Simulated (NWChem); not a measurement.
# Correlation energy of ClNa

SMILES: [Na][Cl]
```xyz
2

Na     0.0000     0.0000    -1.4209
Cl     0.0000     0.0000     0.9194
```
Charge 0, spin multiplicity 1.

The numbers come from NWChem runs, not from measurements. Structure: optimised with B3LYP/def2-SVP, a minimum by its harmonic frequencies.

Basis set: 3-21G. Each correlation energy counts from its own Hartree-Fock reference.

```json
[
 {"method": "MP2", "correlation energy (mHa)": "-47.9", "difference from CCSD(T)": "+6.8"},
 {"method": "SCS-MP2", "correlation energy (mHa)": "-47.3", "difference from CCSD(T)": "+7.4"},
 {"method": "CR-CCSD[T]", "correlation energy (mHa)": "-54.8", "difference from CCSD(T)": "-0.1"},
 {"method": "CR-CCSD(T)", "correlation energy (mHa)": "-54.7", "difference from CCSD(T)": "0.0"},
 {"method": "CCSD", "correlation energy (mHa)": "-54.2", "difference from CCSD(T)": "+0.5"},
 {"method": "CCSD+T(CCSD)", "correlation energy (mHa)": "-54.9", "difference from CCSD(T)": "-0.2"},
 {"method": "CCSD(T)", "correlation energy (mHa)": "-54.7", "difference from CCSD(T)": "0.0"},
 {"method": "CCSDT", "correlation energy (mHa)": "-54.8", "difference from CCSD(T)": "-0.1"}
]
```

The values span 7.6 mHa, from CCSD+T(CCSD) (lowest) to SCS-MP2 (highest). 

The correlated methods keep 6 core orbitals frozen. The structure started from a generated list of species. Coupled-cluster values serve here as a point of comparison, not as the truth.
